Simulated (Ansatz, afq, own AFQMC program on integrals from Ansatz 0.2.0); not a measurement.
**BGeH6, doublet: AFQMC among the cluster methods**

```xyz
8

B    -2.6152    0.0000    0.0000
H    -3.2119    1.0336    0.0000
H    -3.2119   -1.0336    0.0000
H    -1.0752    0.0000    0.0000
Ge    0.4548    0.0000    0.0000
H     0.9235   -1.4659    0.0000
H     0.9235    0.7330   -1.2695
H     0.9235    0.7330    1.2695
```

Basis cc-pVDZ. Only valence electrons are correlated. Ansatz 0.2.0 and our own AFQMC program on the same integrals; the CISD trial comes from CCSD amplitudes, and released means the phaseless constraint is let go. Error bars are statistical, one sigma. No spin–orbit coupling.

Determinant: UHF, the one that the program's search chose, which needn't be the lowest solution. The geometry is a point of a scan.

No full CI on the walks' own integrals is used here; CCSDT(Q) serves as the reference and is uncertain by about the last step of the cluster series.

Cautions: no relativity below Rb; no spin-orbit coupling; inner d shell frozen; the released energies are still falling, so no released level is given (meV from the phaseless value at times in 1/Eh: -5.1 ± 2.3 at 0.24, -7.7 ± 1.9 at 0.51, -8.7 ± 1.3 at 0.99, -14.2 ± 2.3 at 1.62, -17 ± 4 at 2.40), though the last usable value meets CCSDT(Q) within the noise.

The T1 diagnostic is 0.0122, the weight of the determinant in the CISD state is 0.872 and the ⟨S²⟩ of the determinant is 0.768. The size of the correlated space is 13 electrons in 56 orbitals.

| level | correlation energy (eV) |
| --- | --- |
| MP2 | -5.3007 |
| CCSD | -6.6489 |
| CCSD(T) | -6.7883 |

Question: Estimate where phaseless AFQMC with a CISD trial lies against CCSD(T) on the same integrals.

Answer: 0.91 ± 0.09 mEh below CCSD(T).

Reference: CCSDT(Q), correlation energy -6.824 eV.

```
        level  E − E(reference) (mEh)  share of correlation (%)
      CCSD(T)                    1.31                     99.48
        CCSDT                    0.16                     99.94
ph-AFQMC/CISD             0.40 ± 0.09                     99.84
```

A walk keeps the symmetry of its determinant, which the program's search chose and which needn't be the lowest solution, so a lower state of the same spin and another symmetry isn't excluded.
